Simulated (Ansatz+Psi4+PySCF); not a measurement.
The numbers below are computed, except where a source is named.
## Psi4 1.11 run

```
molecule {
0 1
F 0.000000 0.000000 0.093390
H 0.000000 0.000000 -1.307450
}

set basis cc-pVTZ
set reference uhf
set scf_type pk
set mp2_type conv
set cc_type conv
set num_frozen_docc 1
energy('mp2')
```

The input is written out from the run's settings.

The run gave:

| Item | Value |
| --- | --- |
| Converged | yes |
| Reference energy | -99.93583 hartree |
| Correlation energy | -0.29374 hartree |
| Total energy | -100.22958 hartree |
| Spin squared of the determinant | 0.000 |
| Occupied orbitals by symmetry in an Abelian subgroup (alpha; beta) | 3 A1 1 B1 1 B2; 3 A1 1 B1 1 B2 |

The reference isn't the lowest determinant (another lies 0.16 eV lower), but the same method gives a higher total on the lower determinant. Caution: bonds are stretched, where a single reference can fail.
